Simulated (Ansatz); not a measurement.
`[SiH3]P` + H₂ → PH₃ + SiH₄ at 298.15 K and 1 bar (hydrogenolysis of a P–Si bond).

Isolated molecules relaxed with PBE0-D4/def2-TZVP in Ansatz; ΔE leaves out vibrations. CBS: def2 TZ/QZ extrapolation, frozen cores.

```
  species  CCSD(T)/CBS energy (Eh)  H − E (kJ/mol)  S (J/(mol·K))
`[SiH3]P`               -633.00517           124.8          279.8
       H₂                 -1.17463            35.1          130.4
      PH₃               -342.71985            73.1          210.2
     SiH₄               -291.45988            92.1          204.8
```

H − E and S are ideal-gas, rigid-rotor, harmonic terms from PBE0-D4/def2-TZVP. 1 Eh = 2625.50 kJ/mol, R = 8.31446 J/(mol·K).

Task: By hand: ΔE, ΔH, ΔS and ΔG.

Result: ΔE = (-342.71985) + (-291.45988) − (-633.00517) − (-1.17463) = 0.00007 Eh = 0.2 kJ/mol. Δ(H − E) = 73.1 + 92.1 − 124.8 − 35.1 = 5.3, so ΔH = 5.5 kJ/mol. ΔS = 210.2 + 204.8 − 279.8 − 130.4 = 4.8 J/(mol·K). ΔG = 5.5 − 298.15 × (4.8)/1000 = 4.1 kJ/mol.

Task: By hand: the equilibrium constant, and the temperature at which ΔG would vanish if ΔH and ΔS stayed fixed.

Result: log₁₀ K = −ΔG/(RT ln 10) = -0.7. ΔG = 0 at ΔH/ΔS = 1146 K, though so small a ΔH makes that figure unsure.

The number of gas molecules stays the same, so ΔS is small and ΔH decides. The sign of ΔG lies within the doubt. A doubt of 5 kJ/mol in ΔE shifts log₁₀ K by 0.9 here. These are equilibria of isolated gas molecules and say nothing of rates. Largest T1 diagnostic: 0.013 (customary marks: 0.02 for closed shells, 0.045 for open ones).
